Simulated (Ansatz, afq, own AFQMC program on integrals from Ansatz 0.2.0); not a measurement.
Two steps: Ansatz 0.2.0 writes the Fock matrix and Cholesky factors of the valence space, and afq projects on them the lowest state that overlaps trial and start.

```yaml
crystal:
  periodic: [false, false, false]
  atoms:
    - {symbol: Si, position_ang: [0.000000, 0.175282, 0.580727]}
    - {symbol: C, position_ang: [0.000000, -0.448839, -1.205926]}
    - {symbol: H, position_ang: [0.000000, 0.464312, -1.811601]}
basis:
  gaussian: {orbitals: cc-pVDZ}
magnetization: {spin_polarized: false, initial_magnetization: 3}
correlation: {method: ccsd_t, electrons: outside_noble_gas, hamiltonian_folder: ham}
```

```sh
$ ansatz run in.yaml --threads 1 --pin off --events-out ev --progress --plain --max-ram 1382MiB
```

Options of the walk:

```
--method phaseless --trial cisd --walkers 60 --populations 1 --least-time 40 --time-step 0.005 --steps-per-block 50 --equilibration-blocks 28 --max-blocks 300 --target-error 0.00036 --factor-cut 1e-05 --start spin_pure --seed 6286 --release-times 0.24,0.51,0.99,1.62,2.4 --release-step 0.03 --release-every 4 --taylor-order 6
```

Times are imaginary, in 1/Eh. The walk had a cap of 671 s.

Log:

```
orbitals 31  electrons 6 3  factors 230 of 362
reference energy -327.20208165 Eh
CCSD correlation -0.18769345 Eh in 14 cycles, weight of the determinant in the CISD state 0.8619
energy of the start -327.389775 Eh
 block  time / (1/Eh)  mean weight  energy / Eh
     1     0.250  0.9987  -327.387893
     2     0.500  0.9989  -327.388585
     3     0.750  1.0010  -327.390270
     4     1.000  0.9988  -327.390825
     5     1.250  1.0006  -327.391873
     9     2.250  1.0008  -327.395079
    33     8.250  0.9989  -327.397567
    65    16.250  0.9999  -327.396583
    97    24.250  1.0016  -327.396658
   129    32.250  0.9993  -327.402734
   161    40.250  1.0010  -327.401379
   193    48.250  0.9976  -327.415154
   225    56.250  0.9972  -327.395945
   257    64.250  0.9982  -327.395296
   289    72.250  0.9985  -327.397160
   313    78.250  1.0004  -327.390943
   321    80.250  0.9997  -327.395230
blocks merged  error / Eh  count
     1  0.000241  300
     2  0.000302  150
     4  0.000366  75
     8  0.000465  37
    16  0.000505  18
    32  0.000410  9
released: time / (1/Eh)  energy / Eh  error  mean overlap
  0.24  -327.398143  0.000615  0.9995
  0.51  -327.397676  0.000400  1.0067
  0.99  -327.397289  0.000335  1.0137
  1.62  -327.397522  0.000460  1.0103
  2.40  -327.397866  0.000554  1.0127
energy -327.397648 +/- 0.000505 Eh
(rows thinned)
```

The run passed its tests (sampling time, drift between the halves within three errors, error under three times the target), which doesn't prove that it has relaxed.

Against this walk (error 13.7 meV) on the same determinant: CCSD(T) 50.4 meV higher, CCSDT(Q) 5.7 meV lower (within the noise). The error is statistical and leaves out the bias of the constraint. Released to 2.40 1/Eh the energy moves by -6 ± 20 meV (both errors), within twice the noise.

Cautions: constraint bias not in the error; error above the target (13.7 against 9.8 meV); lower spins were not checked; higher spins were not checked; raised T1 diagnostic (T1 0.040, weight of the determinant 0.86, largest double 0.07); the bias of populations of 60 walkers isn't removed.

The walk took 4.2 min on 1 thread of Arm Neoverse V2, with other jobs on the host. The log's last line is the phaseless energy.

CCSDT and higher add their correlation energy to the determinant of the CCSD(T) run, since their own runs factorise the integrals more tightly (a shift of under 2 meV). A walk keeps the symmetry of its determinant, which the program's search chose and which needn't be the lowest solution, so a lower state of the same spin and another symmetry isn't excluded.
